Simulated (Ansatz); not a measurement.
## Which is lower?

Two relaxed structures of Si₂NH₆ (charge +1), singlet (PBE0-D4/def2-TZVP; forces vanish, vibrations not checked).

A:

| atom | x (Å) | y (Å) | z (Å) |
| --- | --- | --- | --- |
| Si1 | -0.9428 | 0.8359 | -1.1183 |
| N2 | 0.1136 | 0.6244 | 0.1136 |
| Si3 | 0.6950 | -0.9354 | 0.8337 |
| H4 | -1.5117 | -0.3641 | -1.7433 |
| H5 | -1.2804 | 2.1995 | -1.5500 |
| H6 | 0.4996 | 1.4653 | 0.5371 |
| H7 | 2.1569 | -0.9602 | 0.6411 |
| H8 | -0.0202 | -1.9526 | 0.0347 |
| H9 | 0.2899 | -0.9127 | 2.2515 |

B:

```csv
atom,x (Å),y (Å),z (Å)
Si1,-0.9117,0.8795,-1.4747
N2,0.6835,-0.8924,0.8900
Si3,-0.0906,0.8303,0.5538
H4,-1.6250,-0.3352,-1.9363
H5,-1.5212,2.1593,-1.8947
H6,1.0138,1.7056,1.0056
H7,1.6310,-0.9727,0.5190
H8,0.1297,-1.6462,0.4819
H9,0.7389,-1.0797,1.8927
```

Ansatz 0.2.0; basis: def2-TZVPP; cores frozen in the correlated methods. B3LYP uses VWN-RPA correlation.

(1) Which structure is lower at CCSD(T), and by how much? (Judge from chemistry; the value comes from the calculation.)

No T1 diagnostic of these runs exceeds 0.018. The restricted Hartree–Fock reference is unstable towards an unrestricted one at one or more of these structures. A large double-excitation amplitude points to some diradical character; no triplet was computed.

Results:

(1) The calculation gives: A, by 109.5 kJ/mol (electronic energy, against the other). By their contacts, A is Si₂NH₆ ([SiH2][NH][SiH3]), total charge +1 and B is Si₂NH₆ ([NH3][SiH][SiH2]), total charge +1.

All methods give the same order:

```
   method  E(B) − E(A) (kJ/mol)
   PBE-D4                  75.8
r2SCAN-D4                 101.2
  PBE0-D4                  92.6
 B3LYP-D4                 111.9
  wB97M-V                 123.8
       HF                 168.9
      MP2                 133.2
     CCSD                 119.4
  CCSD(T)                 109.5
```

Labels in which every atom is bracketed show which atoms are joined, not bond orders.

For scale, one of the runs: CCSD(T)/def2-TZVPP, 199 basis functions, launched by `ansatz run in.yaml --threads 2 --pin off --events-out ev --progress --plain --max-ram 4352MiB`. Time: 67 s of wall clock on 2 CPU threads of an Arm Neoverse N1; the host was shared. Peak host memory: 2.2 GiB.
